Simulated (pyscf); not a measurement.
[O=SiH]• + hydrogen (H₂) → silanone (O=SiH₂) + H atom (H•) (hydrogen abstraction; doublet surface; H–H broken, H–Si formed). Structures and frequencies: ωB97X-D3(BJ)/def2-SVP in PySCF. Energies in kcal/mol from the separated reactants.

| level | barrier | reaction energy |
|---|---|---|
| ωB97X-D3(BJ)/def2-TZVP | 23.4 | +19.2 |
| PBE/def2-TZVP | (withheld) | +23.5 |
| r²SCAN/def2-TZVP | 22.4 | +24.0 |
| PBE0-D3(BJ)/def2-TZVP | (withheld) | (withheld) |
| ωB97M-D3(BJ)/def2-TZVP | 24.7 | +20.5 |
| HF/def2-TZVP | 22.9 | +11.7 |

Q: Fill in the missing entries.

A: 
- PBE/def2-TZVP, barrier: 22.8
- PBE0-D3(BJ)/def2-TZVP, barrier: 21.9
- PBE0-D3(BJ)/def2-TZVP, reaction energy: +20.6

At PBE, r²SCAN this geometry lies under the product side: in single points on another level's saddle the reverse barrier vanishes, and the forward threshold there is about the reaction energy. This is the saddle that the search found; another between the same sides may lie lower. The angle at the transferred H is 178°.
